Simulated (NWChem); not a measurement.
# BNH3Cl (SMILES NBCl): CCSD[T]/MINI

Aim: the energy change on altering one bond length of BNH3Cl at CCSD[T]/MINI, from 2 runs. 

The calculation is run with NWChem 7.3.0.

### 1 The molecule

BNH3Cl: 6 atoms, total charge 0, spin state singlet. As SMILES, `NBCl`. The shape is that of a PBE0-D4/def2-TZVP optimisation.

Bond lengths: N1–B2 1.383 Å, B2–Cl3 1.768 Å, N1–H4 1.005 Å, N1–H5 1.006 Å, B2–H6 1.191 Å. Angles: N1–B2–Cl3 119.7°, N1–B2–H6 121.5°, Cl3–B2–H6 118.8°, B2–N1–H4 122.2°, B2–N1–H5 123.2°, H4–N1–H5 114.7°.

### 2 A single-point energy at CCSD[T]/MINI

File test.nw:

```
start test
memory 2200 mb
geometry units au noautoz
  N  -0.74757565 -0.01473986 -1.24343979
  B   0.69844278 -0.30027748  0.91406053
  Cl  1.00136587  2.24745128  3.05379742
  H  -0.96716183 -1.41597179 -2.50691068
  H  -1.66031337  1.59587371 -1.67845474
  H   1.75517762 -2.23346731  1.37401987
end
basis spherical bse
  * library MINI
end
scf
  singlet
  rhf
  thresh 1e-05
  maxiter 60
  noprint "final vectors analysis"
end
tce
  scf
  ccsd[t]
  freeze core 7
  maxiter 100
end
task tce energy
```

The run is started by

```sh
$ nwchem test.nw > test.out
```

What it wrote:

```text
[...]
 Group name             Cs
[...]
  functions       =    22
[...]
  wavefunction    = RHF
[...]
         Total SCF energy =   -537.582400364102
      One-electron energy =   -909.237554818821
      Two-electron energy =    286.257000690346
 Nuclear repulsion energy =     85.398153764373
        Time for solution =      0.5s
[...]
         Wavefunction type : Restricted Hartree-Fock
          No. of electrons :    32
[...]
         Spin multiplicity : singlet
[...]
 CCSD total energy / hartree       =      -537.697247862307563
[...]
 CCSD[T] total energy / hartree       =      -537.700499427685827
[...]
 CCSD(T) total energy / hartree       =      -537.699773651463829
[...]
```

Run time: 1.6 s. Hardware: 1 thread of Intel Xeon Platinum 8488C (Sapphire Rapids), shared host; peak memory 0.1 GiB.

### 3 The distorted shape, same level

File input.nw:

```
start input
title "BClH3N"
memory 2200 mb
charge 0

geometry noautoz
  N     -0.154100    -0.433950    -0.542900
  B      0.611100    -0.585050     0.598800
  Cl     0.771400     0.763150     1.731100
  H     -0.270300    -1.175450    -1.211500
  H     -0.878600     0.844500    -0.888200
  H      1.170300    -1.608050     0.842200
end

basis spherical bse
  * library MINI
end

scf
  thresh 1e-05
  maxiter 60
end

tce
  scf
  ccsd[t]
  freeze core 7
  maxiter 100
end

task tce energy
```

The run is started by

```sh
$ nwchem input.nw > input.out
```

What it wrote:

```text
[...]
 Group name             Cs
[...]
  functions       =    22
[...]
  wavefunction    = RHF
[...]
         Total SCF energy =   -537.510167138024
      One-electron energy =   -906.303887808177
      Two-electron energy =    285.127607633906
 Nuclear repulsion energy =     83.666113036248
        Time for solution =      0.7s
[...]
         Wavefunction type : Restricted Hartree-Fock
          No. of electrons :    32
[...]
         Spin multiplicity : singlet
[...]
 CCSD total energy / hartree       =      -537.651324587909244
[...]
 CCSD[T] total energy / hartree       =      -537.655579047053720
[...]
 CCSD(T) total energy / hartree       =      -537.654574580488202
[...]
```

It took 1.8 s on 1 thread of Intel Xeon Platinum 8488C (Sapphire Rapids), shared host; peak memory 0.1 GiB.

### 4 Summary of results

At CCSD[T]/MINI, 7 core orbitals frozen:

| quantity | value |
| --- | --- |
| first shape: total energy | -537.70050 Eh |
| first shape: correlation energy (7 core orbitals frozen) | -118.1 mEh |
| distorted shape: total energy | -537.65558 Eh |
| distorted shape: HOMO energy (Hartree–Fock orbitals) | -12.22 eV |
| distorted shape: LUMO energy (Hartree–Fock orbitals) | 2.80 eV |
| distorted shape: HOMO–LUMO gap (Hartree–Fock orbitals) | 15.01 eV |
| distorted shape: correlation energy (7 core orbitals frozen) | -145.4 mEh |
| energy change with the N1–H5 bond stretched from 1.006 to 1.509 Å | 1.222 eV |

In words: With the N1–H5 bond stretched from 1.006 to 1.509 Å the energy rises by 1.22 eV (28 kcal/mol). The first shape isn't relaxed at this level, so the change isn't measured from a minimum. The minimal basis adds a large error of its own.
